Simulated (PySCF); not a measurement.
**LiAl⁻: the SCF solver's settings**

Do solver options change the result for LiAl⁻, or only the number of cycles?

Program: PySCF 2.14.0. Level of theory: method and basis as typed in the scripts. These are calculated values, not measurements.

1 further run of the same task is left out (it didn't finish).

## 1. Where the work starts

LiAl⁻: 2 atoms, charge -1, spin multiplicity 2.

No contacts short enough for the rule that draws bonds.

## 2. Base script

The input, input.py:

```python
from pyscf import gto, scf

mol = gto.M(
    atom='Li 0 0 0; Al 0 0 2.58',
    basis='6-311++g**',
    charge=-1,
    spin=1,
    verbose=4,
)
mf = scf.UHF(mol)
mf = mf.density_fit(auxbasis='def2-universal-jkfit')
mf.kernel()
mf.dip_moment()
print('orbital energies (hartree):', [e[max(0, n-3):n+3].round(4) for e, n in zip(mf.mo_energy, mol.nelec)])
```

Launch:

```console
> OMP_NUM_THREADS=1 python input.py
```

The log of this run is left out.

In short: E(SCF) = -249.306967 Eh, ⟨S²⟩ = 0.765.

The bond length is a typed value, not an optimised one. The dipole of an ion depends on the origin.

## 3. Level shift 0.1 hartree

Run 1 changes level shift: none → 0.1 hartree.

The input, input.py:

```python
from pyscf import gto, scf

mol = gto.M(
    atom='Li 0 0 0; Al 0 0 2.58',
    basis='6-311++g**',
    charge=-1,
    spin=1,
    verbose=4,
)
mf = scf.UHF(mol)
mf = mf.density_fit(auxbasis='def2-universal-jkfit')
mf.level_shift = 0.1
mf.kernel()
mf.dip_moment()
print('orbital energies (hartree):', [e[max(0, n-3):n+3].round(4) for e, n in zip(mf.mo_energy, mol.nelec)])
```

Launch:

```console
> OMP_NUM_THREADS=1 python input.py
```

## 4. Initial guess 1e

Run 2 changes initial guess: minao → 1e.

Changes to input.py since step 2:

```diff
@@ -11,2 +11,3 @@
 mf = mf.density_fit(auxbasis='def2-universal-jkfit')
+mf.init_guess = '1e'
 mf.kernel()
```

## 5. Convergence threshold 1e-07 hartree

Run 3 changes convergence threshold: default → 1e-07 hartree.

Changes to input.py since step 2:

```diff
@@ -11,2 +11,3 @@
 mf = mf.density_fit(auxbasis='def2-universal-jkfit')
+mf.conv_tol = 1e-07
 mf.kernel()
```

## 6. Convergence threshold 1e-11 hartree

Run 4 changes convergence threshold: default → 1e-11 hartree.

Changes to input.py since step 2:

```diff
@@ -11,2 +11,3 @@
 mf = mf.density_fit(auxbasis='def2-universal-jkfit')
+mf.conv_tol = 1e-11
 mf.kernel()
```

What does the calculation give? Wanted: for each run, E(SCF); from base; gap, α spin.

**Answer**, as computed:

| run | E(SCF) (hartree) | from base (eV) | cycles | gap, α spin (eV) |
| --- | --- | --- | --- | --- |
| base | -249.306967 | 0 | 17 | 3.00 |
| level shift 0.1 hartree | -249.306967 | 0.0000 | 30 | 3.00 |
| initial guess 1e | -249.287814 | +0.5212 | 26 | 2.26 |
| convergence threshold 1e-07 hartree | -249.306967 | 0.0000 | 13 | 3.00 |
| convergence threshold 1e-11 hartree | -249.306967 | 0.0000 | 20 | 3.00 |

Distance from each run's final energy (log10 hartree) by cycle:

| run | cycle 1 | cycle 2 | cycle 3 | cycle 5 | cycle 8 | cycle 12 |
| --- | --- | --- | --- | --- | --- | --- |
| base | -1.9 | -2.6 | -3.0 | -3.3 | -4.0 | -7.2 |
| level shift 0.1 hartree | -1.8 | -2.3 | -2.7 | -4.8 | -4.4 | -4.9 |
| initial guess 1e | 1.9 | 1.6 | 1.5 | 1.2 | -1.8 | -2.3 |
| convergence threshold 1e-07 hartree | -1.9 | -2.6 | -3.0 | -3.3 | -4.0 | -7.4 |
| convergence threshold 1e-11 hartree | -1.9 | -2.6 | -3.0 | -3.3 | -4.0 | -7.2 |

What this shows: The SCF energy stays the same, to the digits that matter, with level shift 0.1 hartree or convergence threshold 1e-07 hartree or convergence threshold 1e-11 hartree. With initial guess 1e the SCF ends in another solution, 0.52 eV higher: the path to self-consistency decides the state here. The base needs 17 cycles and the run with level shift 0.1 hartree needs 30.
